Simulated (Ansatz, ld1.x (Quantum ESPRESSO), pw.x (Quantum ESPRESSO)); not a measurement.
Equation-of-state test of one ultrasoft potential (hydrogen)

| Item | Value |
| --- | --- |
| Element | hydrogen |
| Generator | ld1.x (Quantum ESPRESSO) 7.5 |
| Type | ultrasoft |
| Functional | PBEsol |
| Relativity | scalar-relativistic |
| Frozen core | none |
| Valence charge | 1 |
| Reference configuration | 1s1 |
| Partial waves | 1s (bound): rcut 1.50, rcutus 1.60 bohr; 1s channel at 0.25 Ry: rcut 1.50, rcutus 1.60 bohr; 2p channel at -0.15 Ry: rcut 1.15, rcutus 1.55 bohr |
| Local potential | all-electron potential smoothed inside 1.55 bohr (lloc = -2) |
| Core correction | none |
| Augmentation charge | PSQ, radius 1.20 bohr |

Atomic tests: cutoffs needed: 10 Ry and 15 Ry (the cutoffs (Ry, on a coarse ladder) from which the occupation-weighted sum of valence levels, in a spherical-Bessel basis at the reference potential, stays within 10 and 1 mRy of its value at 400 Ry); ghost test: no extra level below or beside the all-electron valence levels (s, p, d, f tested) (spherical-Bessel basis up to 400 Ry, 20 bohr box); lowest eigenvalue of the overlap operator: 0.90 (s channel).

Crystal test: bcc H in pw.x 7.5, no spin, 18³ k-points, Fermi–Dirac smearing 0.01 Ry, cutoffs 40/320 Ry. The reference is all-electron LAPW (Ansatz 0.2.0) with the same functional, mesh and smearing; V0 and B0 come from Birch–Murnaghan fits to the pressures at five volumes. Errors are pseudo minus all-electron; Δ is the rms difference of the E(V) curves that follow from these fits, minima aligned, over ±6 % about the mean V0. Mesh and smearing are coarse, so the numbers serve the comparison and aren't converged zero-temperature values; the lattice is a test structure that the element need not adopt.

```
V (Å³/atom)  P all-electron (GPa)  P pseudo (GPa)
      2.828                  3.50            4.81
      2.903                  0.38            1.58
      2.977                 -2.42           -1.32
      3.051                 -4.93           -3.92
      3.126                 -7.19           -6.26
```

All-electron: a0 = 1.799 Å (V0 = 2.91 Å³/atom), B0 = 114.0 GPa.

Pseudopotential: mean pressure error (GPa): +1.11; a0 (Å): 1.805; a0 error (%): +0.34; B0 error (%): +0.2; Δ (meV/atom): 0.7. The largest radius (1.60 bohr) exceeds half the bond length (1.48 bohr), so the spheres overlap, which is one possible source of error among others.

Question: At the middle volume, how do free energy and pressure move when the wave cutoff is lowered (ecutrho held at 320 Ry)?

Answer:

| cutoff (Ry) | shift of F (meV/atom) | shift of P (GPa) |
| --- | --- | --- |
| 18 | +4.2 | -0.96 |
| 24 | +0.9 | -0.12 |
| 32 | +0.2 | -0.04 |

The run at the middle volume (195 k-points, 3 iterations) took about 0.9 s on one core of a shared host (Neoverse-V1, 32 threads, 247 GiB, load 15).
